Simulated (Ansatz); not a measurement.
**C2H5B: single points off equilibrium**

How do the functionals fare away from a minimum? The structure is a structure displaced at random from a GFN2-xTB minimum.

Program: Ansatz 0.2.0, Gaussian basis. Level of theory: single points in def2-TZVPP. These are calculated values, not measurements.

Correlated methods freeze the cores.

**1. Where the work starts**

8 atoms, charge 0, spin multiplicity 1.

Atoms are counted from 1 here; the program's logs count them from 0.

Bond lengths: B1–C2 1.557 Å, B1–H4 1.151 Å, B1–H5 1.200 Å, C2–C3 1.348 Å, C2–H6 1.068 Å, C3–H7 1.076 Å, C3–H8 1.100 Å. Angles: C2–B1–H4 121.4°, C2–B1–H5 120.9°, H4–B1–H5 117.6°, B1–C2–C3 122.3°, B1–C2–H6 120.5°, C3–C2–H6 117.2°, C2–C3–H7 121.7°, C2–C3–H8 123.0°, H7–C3–H8 115.3°.

Coordinates:

```
B    -0.6320    0.8824   -0.7239
C     0.3149    0.2539    0.3397
C     0.4523   -1.0795    0.4836
H    -1.2232    0.2276   -1.4635
H    -0.7750    2.0714   -0.7961
H     0.8883    0.8774    0.9907
H    -0.0696   -1.7728   -0.1522
H     1.1081   -1.5360    1.2400
```

**2. CCSD(T)/def2-TZVPP**

run/in.yaml reads:

```yaml
crystal:
  periodic: [false, false, false]
  atoms:
    - {symbol: B, position_ang: [-0.632000, 0.882400, -0.723900]}
    - {symbol: C, position_ang: [0.314900, 0.253900, 0.339700]}
    - {symbol: C, position_ang: [0.452300, -1.079500, 0.483600]}
    - {symbol: H, position_ang: [-1.223200, 0.227600, -1.463500]}
    - {symbol: H, position_ang: [-0.775000, 2.071400, -0.796100]}
    - {symbol: H, position_ang: [0.888300, 0.877400, 0.990700]}
    - {symbol: H, position_ang: [-0.069600, -1.772800, -0.152200]}
    - {symbol: H, position_ang: [1.108100, -1.536000, 1.240000]}
basis:
  gaussian: {orbitals: def2-TZVPP}
correlation: {method: ccsd_t}
output: {forces: true}
```

The command line of these runs was not kept.

**3. PBE0-D4/def2-TZVPP**

Changes to run/in.yaml since step 2:

```diff
@@ -13,3 +13,3 @@
   gaussian: {orbitals: def2-TZVPP}
-correlation: {method: ccsd_t}
-output: {forces: true}
+hamiltonian: {xc: pbe0, dispersion: d4}
+output: {forces: true, orbitals: {seedname: orbitals}}
```

**4. wB97M-V/def2-TZVPP**

Changes to run/in.yaml since step 3:

```diff
@@ -13,3 +13,3 @@
   gaussian: {orbitals: def2-TZVPP}
-hamiltonian: {xc: pbe0, dispersion: d4}
-output: {forces: true, orbitals: {seedname: orbitals}}
+hamiltonian: {xc: {name: wB97M-V}}
+output: {forces: true}
```

**5. r2SCAN-D4/def2-TZVPP**

Changes to run/in.yaml since step 4:

```diff
@@ -13,3 +13,3 @@
   gaussian: {orbitals: def2-TZVPP}
-hamiltonian: {xc: {name: wB97M-V}}
+hamiltonian: {xc: r2scan, dispersion: d4}
 output: {forces: true}
```

**6. PBE-D4/def2-TZVPP**

Changes to run/in.yaml since step 5:

```diff
@@ -13,3 +13,3 @@
   gaussian: {orbitals: def2-TZVPP}
-hamiltonian: {xc: r2scan, dispersion: d4}
+hamiltonian: {xc: pbe, dispersion: d4}
 output: {forces: true}
```

**7. SPW92/def2-TZVPP**

Changes to run/in.yaml since step 6:

```diff
@@ -13,3 +13,3 @@
   gaussian: {orbitals: def2-TZVPP}
-hamiltonian: {xc: pbe, dispersion: d4}
+hamiltonian: {xc: lda}
 output: {forces: true}
```

**8. BLYP-D4/def2-TZVPP**

Changes to run/in.yaml since step 7:

```diff
@@ -13,3 +13,3 @@
   gaussian: {orbitals: def2-TZVPP}
-hamiltonian: {xc: lda}
+hamiltonian: {xc: {name: BLYP}, dispersion: d4}
 output: {forces: true}
```

(Steps that only read results are left out.)

**Question.** What will these runs give? Wanted: energy less free atoms, CCSD(T)/def2-TZVPP; RMS force component; RMS force error; HOMO and LUMO, PBE0-D4; T1 diagnostic.

**Answer**, as computed:

| quantity | value |
| --- | --- |
| energy less free atoms, CCSD(T)/def2-TZVPP | -31.263 eV |
| RMS force component | 0.450 to 0.653 eV/Å over the methods |
| RMS force error | PBE0-D4 0.211, wB97M-V 0.217, r2SCAN-D4 0.160, PBE-D4 0.174, SPW92 0.355, BLYP-D4 0.108 eV/Å |
| HOMO and LUMO, PBE0-D4 | -8.41 and -2.11 eV |
| T1 diagnostic | 0.011 |

What this shows: Against CCSD(T) the functionals' energies less atoms differ by -4.645 to -0.795 eV, PBE-D4 by -1.307 eV. CCSD(T) in triple zeta still lacks some correlation energy of the bonds, so part of these gaps is its own basis error and they don't rank the functionals. For forces BLYP-D4 does best and SPW92 worst. Frozen-core CCSD(T) forces in triple zeta carry basis errors of their own, and this is one geometry, so small gaps rank nothing. The restricted Hartree–Fock reference is unstable towards an unrestricted one at one or more of these structures.
